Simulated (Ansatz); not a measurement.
Si(OMe)H3 (CH6OSi), relaxed as a singlet with RKS PBE0-D4/def2-TZVP in Ansatz, starting from the GFN2-xTB geometry. Force threshold 0.02 eV/Å.

Start:

Cartesian coordinates in Å:
```
Si 0.522 0.729 -1.016
O -0.665 0.156 -0.072
C -0.588 -0.716 1.012
H -0.152 -1.674 0.715
H -1.600 -0.884 1.383
H 0.021 -0.290 1.813
H 1.515 1.472 -0.233
H -0.276 1.564 -1.895
H 1.225 -0.357 -1.707
```

**Question.** Estimate the energy that the relaxation releases and the steps that it takes.

**Answer.** 2.0 kcal/mol, in 6 steps; 4.7 s on 4 threads of Arm Neoverse V2 on a shared host. No frequencies were taken in this run, so the end may be a saddle point.

**Question.** Does the start keep its bonding and symmetry?

**Answer.** By distances, no bond broke or formed. The bond that changes most is Si1–H8, from 1.45 to 1.48 Å (atoms count from 1). Point group Cs at the start, Cs at the end, both within 0.05 Å.

**Question.** Predict the relaxed structure.

**Answer.** 
```xyz
9

Si    0.4638    0.7243   -0.9961
O    -0.7747    0.1736   -0.0695
C    -0.5761   -0.7142    1.0052
H    -0.1243   -1.6559    0.6713
H    -1.5474   -0.9366    1.4500
H     0.0659   -0.2737    1.7771
H     1.4583    1.4645   -0.1686
H    -0.1372    1.6239   -2.0073
H     1.1716   -0.4059   -1.6621
```
Bond lengths: 1 × O–Si 1.64 Å; 1 × C–O 1.41 Å; 3 × H–Si 1.48 to 1.49 Å; 3 × C–H 1.09 to 1.10 Å.
